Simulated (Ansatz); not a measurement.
Ideal-gas functions of F2S2, SMILES `FS(F)=S` at 298.15 K and 1 bar, from an Ansatz frequency run at PBE0-D4/def2-TZVP.

Molar mass 102.13 g/mol, point group Cs (symmetry number 1), electronic degeneracy 1, moments of inertia 62.056, 127.629, 166.939 u Å². Harmonic wavenumbers (cm⁻¹, unscaled): 275, 338, 417, 712, 745, 778.

Use S(trans) = R[1.5 ln M + 2.5 ln T − 1.1517]; rotational temperatures θ = 24.2544 K / I; S(rot) = R[ln(√π/σ · √(T³/θAθBθC)) + 1.5]; for each mode x = 1.438777 ν̃/T, S = R[x/(eˣ − 1) − ln(1 − e⁻ˣ)] and H = RT x/(eˣ − 1); 1 cm⁻¹ = 0.0119627 kJ/mol; R = 8.31446 J/(mol·K).

Question: By hand: the entropy, in J/(mol·K).

Answer: Translation 166.6. Rotation: θ = 0.3908, 0.19, 0.1453 K, giving 107.1. Vibration, mode by mode: 6.55, 5.11, 3.77, 1.22, 1.08, 0.95, in all 18.7. Electronic 0.0. Sum 292.4 J/(mol·K).

Question: By hand: H − E and G − E in kJ/mol, counted from the electronic energy.

Answer: Zero-point energy ½ × 3265 × 0.0119627 = 19.5; thermal vibration 3.7; translation, rotation and pV give 4 RT = 9.9. H − E = 33.1 kJ/mol, and G − E = 33.1 − 298.15 × 292.4/1000 = -54.1 kJ/mol.

Vibration gives 6 % of the entropy.
